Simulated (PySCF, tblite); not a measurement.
Isomers of [C4H5P2]- (charge -1), one GFN2-xTB conformer each. Single-point energies are computed at PBE0/pcSseg-1 (PySCF, gas phase, no added dispersion term), electronic only.

```json
{"SMILES": "Cc1c[p-]cp1", "GFN2-xTB relative energy (kJ/mol)": "0.0"}
{"SMILES": "Cc1pcc[p-]1", "GFN2-xTB relative energy (kJ/mol)": "9.7"}
```

**Question.** What does PBE0/pcSseg-1 give for the same structures?

**Answer.** 
| SMILES | PBE0/pcSseg-1 E (Eh) | PBE0/pcSseg-1 (kJ/mol) | GFN2-xTB (kJ/mol) | point group |
| --- | --- | --- | --- | --- |
| Cc1c[p-]cp1 | -837.67992 | 0.0 | 0.0 | – |
| Cc1pcc[p-]1 | -837.67789 | 5.3 | 9.7 | Cs |

Both levels put the same isomer lowest. Neighbours under 21 kJ/mol apart (Cc1c[p-]cp1 and Cc1pcc[p-]1) can change places with a better method, another conformer or zero-point energy.

**Question.** What happens when harmonic zero-point energies from GFN2-xTB frequencies are added?

**Answer.** 
```json
{"SMILES": "Cc1c[p-]cp1", "ZPE (kJ/mol)": "199.0", "electronic (kJ/mol)": "0.0", "with ZPE (kJ/mol)": "0.0"}
{"SMILES": "Cc1pcc[p-]1", "ZPE (kJ/mol)": "198.7", "electronic (kJ/mol)": "5.3", "with ZPE (kJ/mol)": "5.1"}
```

The zero-point energies span 0.3 kJ/mol. The order is unchanged.
